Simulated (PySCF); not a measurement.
Species, as SMILES: [H][H] (H2).
Geometry (B3LYP-D3(BJ)/def2-TZVP, fixed):
```
H
H 1 0.7440
```
Charge 0, spin multiplicity 1.

Basis-set convergence of the mean static polarisability at PBE0 with PySCF. All functions are spherical. Density fitting with generated auxiliary sets. No added dispersion term, no relativity. Reference: the value in aug-cc-pV5Z, 5.52 bohr³, itself unsure by roughly 0.1 % (its mean distance from d-aug-cc-pVTZ, aug-pcseg-3, aug-cc-pVQZ). Deviations are taken from unrounded values.

```
basis              functions  mean static polarisability (bohr³)  minus reference (%)
-----------------  ---------  ----------------------------------  -------------------
6-31G**                   10                                2.53                -54.1
def2-SVP                  10                                2.85                -48.3
pcseg-1                   10                                2.72                -50.7
6-311G**                  12                                3.02                -45.4
def2-TZVP                 12                                2.95                -46.6
Sadlej pVTZ               18                                5.36                 -2.8
aug-pcseg-1               18                                5.14                 -6.9
d-aug-cc-pVDZ             26                                5.45                 -1.3
def2-TZVPP                28                                4.05                -26.6
jun-cc-pV(T+d)Z           28                                4.05                -26.6
6-311++G(3df,3pd)         36                                5.17                 -6.2
aug-cc-pVTZ               46                                5.52                  0.0
aug-pcseg-2               46                                5.40                 -2.1
def2-QZVPPD               66                                5.52                  0.0
pcseg-3                   66                                5.12                 -7.2
aug-cc-pVQZ               92                                5.52                  0.0
cc-pV5Z                  110                                4.89                -11.5
pcseg-4                  122                                5.37                 -2.7
```

The smallest set listed that lies within 5 % of the reference with all its larger relatives (same family, alike in diffuse functions; a set with none counts only in the reference's own line) is d-aug-cc-pVDZ (26 functions, -1.3 % off). Inside, with no larger relative to test it: Sadlej pVTZ, def2-QZVPPD, pcseg-4. (Relatives not listed, tested too: d-aug-cc-pVTZ 0.2, aug-pcseg-3 0.0, aug-cc-pV5Z 0.0 %.)
